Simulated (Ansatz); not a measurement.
Relaxation of H$_{7}$PSi (9 atoms, charge 0, multiplicity 1), to a largest force component of 0.03 eV/Å in at most 50 steps.

Method: RKS B3LYP/def2-SVP (Ansatz).

```xyz
9
Properties=species:S:1:pos:R:3:forces:R:3
Si -0.553 -0.078 -0.360 0.65 -0.09 -0.93
H 0.124 0.154 2.219 1.20 -0.15 -0.90
H 0.729 0.086 0.380 0.01 0.00 -0.08
H -0.642 1.019 -1.371 -0.02 -0.02 0.01
H -0.498 -1.379 -1.094 0.00 0.00 0.02
P -2.278 0.127 1.006 -0.90 0.05 0.39
H -3.224 -0.285 0.010 0.02 0.00 0.03
H -2.149 -1.177 1.576 -0.02 0.02 -0.03
H -0.334 0.221 2.768 -0.94 0.19 1.48
```

Task: Where does it end, and by what steps?

Result: The run converged. After 12 steps the energy has fallen by 0.283 eV; H2 moved furthest, 1.38 Å.

| step | energy less start (eV) | largest force component (eV/Å) | accepted |
| --- | --- | --- | --- |
| 0 | 0.0000 | 1.485 | yes |
| 1 | -0.1750 | 0.213 | yes |
| 2 | -0.2331 | 0.141 | yes |
| 3 | -0.2612 | 0.060 | yes |
| 4 | -0.2715 | 0.092 | yes |
| 5 | -0.2763 | 0.053 | yes |
| 6 | -0.2788 | 0.063 | yes |
| 7 | -0.2796 | 0.134 | yes |
| 8 | -0.2802 | 0.108 | yes |
| 9 | -0.2808 | 0.076 | yes |
| 10 | -0.2812 | 0.157 | yes |
| 11 | -0.2817 | 0.110 | yes |
| 12 | -0.2829 | 0.006 | yes |

```xyz
9
Properties=species:S:1:pos:R:3
Si -0.661 -0.110 -0.699
H 0.662 0.167 3.487
H 0.606 0.054 0.070
H -0.764 0.988 -1.702
H -0.626 -1.419 -1.416
P -2.405 0.099 0.759
H -3.381 -0.356 -0.183
H -2.217 -1.199 1.330
H -0.038 0.464 3.487
```

Whether the end is a true minimum wasn't checked by a vibrational analysis.

Time of the run: 21 s on 1 thread of Arm Neoverse V2 (shared host), peak memory 0.12 GiB.
